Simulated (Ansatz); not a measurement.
C₃H₄FNO (`C=C(O)C(=N)F`). The species carries charge 0 and has multiplicity 1.

Cartesian coordinates in Å:
```
C 1.3968 0.1423 -0.2197
C 0.0856 0.2906 -0.3873
O -0.5176 1.0256 -1.3477
C -0.8837 -0.3744 0.5142
N -0.5680 -1.0979 1.4810
F -2.1559 -0.1156 0.1798
H 1.7615 -0.4729 0.5890
H 2.1102 0.6265 -0.8761
H 0.1594 1.4299 -1.8984
H -1.3883 -1.4542 1.9650
```

(1) Give the diagnostics of a CCSD(T)/def2-TZVPP run (frozen core, Ansatz). (An estimate is asked.)

## Answers

(1) The calculation gave: T1 = 0.0133, largest single amplitude 0.027, largest double 0.081, (T) share of the correlation energy 4.1 %, 10 CCSD cycles. The RHF solution is unstable towards an unrestricted one. T1 lies under the customary mark of 0.02 for closed shells.
